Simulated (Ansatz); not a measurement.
# CH₄N (quartet): from Hartree-Fock to the top rungs at distance C1–H5 along a hydrogen transfer = 1.577 Å, cc-pVDZ

An exercise on one series of results from a longer session: the logs are not shown, and one member is left open.

The runs use Ansatz 0.2.0, Gaussian basis; cc-pVDZ, core rule «outside noble gas», up to 2 orbitals frozen.

The runs, in order: UHF; CCSD(T) on ROHF; CCSD(T) on UHF; BCCD(T) on ROHF; CISD; CCSDT(Q) on ROHF; CCSDT(Q) on UHF; CASSCF and MRCISD+Q, 5 electrons in 5 orbitals; CASSCF and NEVPT2, 5 electrons in 5 orbitals.

5 further runs of the same task are left out: 3 that didn't finish, 2 set aside as unsound or not needed.

## The system

The geometry derives from fragments relaxed apart (PBE0/def2-TZVP) and kept rigid, so it is no stationary point. A hydrogen atom is moved between rigid fragments.

6 atoms, charge 0, spin multiplicity 4.

Atoms are counted from 1 here; the program's logs count them from 0.

Bond lengths: C1–H2 1.090 Å, C1–H3 1.090 Å, C1–H4 1.090 Å, H5–N6 1.121 Å. Angles: H2–C1–H3 109.5°, H2–C1–H4 109.5°, H3–C1–H4 109.5°.

The first run:

File in.yaml:

```yaml
crystal:
  periodic: [false, false, false]
  atoms:
    - {symbol: C, position_ang: [-1.273957, 0.000000, 0.000000]}
    - {symbol: H, position_ang: [-1.637162, 1.027301, 0.000000]}
    - {symbol: H, position_ang: [-1.637163, -0.513650, 0.889668]}
    - {symbol: H, position_ang: [-1.637162, -0.513650, -0.889669]}
    - {symbol: H, position_ang: [0.303043, 0.000000, 0.000000]}
    - {symbol: N, position_ang: [1.424043, 0.000000, 0.000000]}
basis:
  gaussian: {orbitals: cc-pVDZ}
magnetization: {spin_polarized: true, initial_magnetization: 3}
hamiltonian: {xc: hf}
output: {orbitals: {seedname: orbitals}}
```

The run is started by

```
> ansatz run in.yaml --threads 1 --pin off --events-out ev --progress --plain --max-ram 2393MiB
```

Among the steps run: UHF; CCSD(T) on ROHF; CCSD(T) on UHF; BCCD(T) on ROHF; CISD; CCSDT(Q) on ROHF; CCSDT(Q) on UHF; CASSCF and MRCISD+Q, 5 electrons in 5 orbitals; CASSCF and NEVPT2, 5 electrons in 5 orbitals.

One table of the session follows, with a row left open; its other results are not shown here.

| method | from UCCSDT(Q) (meV) |
| --- | --- |
| ROHF | +8358.3 |
| UHF | +7933.1 |
| RMP2 | +1349.1 |
| UMP2 | +1354.0 |
| CISD | +820.9 |
| RCCSD | +199.9 |
| UCCSD | +191.3 |
| RCCSD(T) | +34.5 |
| UCCSD(T) | +33.2 |
| BCCD(T) | +33.9 |
| RCCSDT | +10.6 |
| UCCSDT | ? |
| RCCSDT(Q) | +2.1 |
| UCCSDT(Q) | 0 |
| CASSCF pair | +7535.2 |
| NEVPT2 pair | +1257.0 |
| MRCISD pair | +693.9 |
| MRCISD+Q pair | +74.2 |

Estimate the missing values for UCCSDT.

The run gave: from UCCSDT(Q) (meV): +8.4. In the column «from UCCSDT(Q) (meV)» it lies between RCCSDT(Q) (+2.1) and RCCSDT (+10.6).

Limits of these values: Restricted and unrestricted rows rest on different reference determinants; where their highest levels disagree by more than a few hundredths of an eV, they describe different states and don't form one ladder.
